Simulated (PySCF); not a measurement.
Bond stretch in BCl3, SMILES ClB(Cl)Cl. The B1–Cl4 bond (B1 also carries Cl, Cl; Cl4 carries nothing else) is pulled apart rigidly from the PBE0/def2-TZVP optimised geometry.

Computed with: RHF/cc-pVDZ (PySCF); CASSCF(2,2)/cc-pVDZ (PySCF); RKS-M06-2X = PySCF 2.14.0 with restricted M06-2X/cc-pVDZ.

Energies are in kcal/mol, each relative to the lowest point of its own curve near equilibrium.

| R / Å | RHF | CASSCF(2,2) | RKS-M06-2X |
|---|---|---|---|
| 1.40 | 69.2 | 71.2 | 65.4 |
| 1.49 | 32.5 | 33.6 | 30.4 |
| 1.57 | 13.6 | 14.8 | 12.6 |
| 1.62 | 6.6 | 7.6 | 6.0 |
| 1.68 | 1.8 | 2.3 | 1.6 |
| 1.74 | 0.0 | 0.0 | 0.0 |
| 1.81 | 0.8 | 0.1 | 0.9 |
| 1.84 | 1.9 | 0.8 | 2.0 |
| 1.90 | 5.0 | 3.2 | 5.1 |
| 2.00 | 12.4 | 9.3 | 12.2 |
| 2.13 | 24.2 | 19.4 | 23.4 |
| 2.36 | 46.8 | 38.6 | 44.8 |
| 2.64 | 72.7 | 59.6 | 69.1 |
| 2.85 | 89.7 | 72.1 | 85.0 |
| 3.09 | 106.6 | 82.6 | 100.5 |
| 3.43 | 126.2 | 91.4 | 118.0 |
| 3.85 | 145.0 | 95.8 | 133.5 |
| 4.24 | 158.2 | 97.2 | 143.4 |
| 4.65 | 168.6 | 97.7 | 150.7 |
| 5.27 | 179.5 | 97.8 | 157.9 |
| 6.08 | 188.0 | 97.9 | 163.0 |

At the longest distance, 6.08 Å, RHF lies highest above its minimum (188.0 kcal/mol) and CASSCF(2,2) lowest (97.9 kcal/mol).

The restricted form behind RHF, RKS-M06-2X keeps the bonding electrons paired and can't separate into open-shell fragments. At the longest distance RKS-M06-2X leaves fractional charges on the fragments, a sign of delocalisation error or of the restricted form.
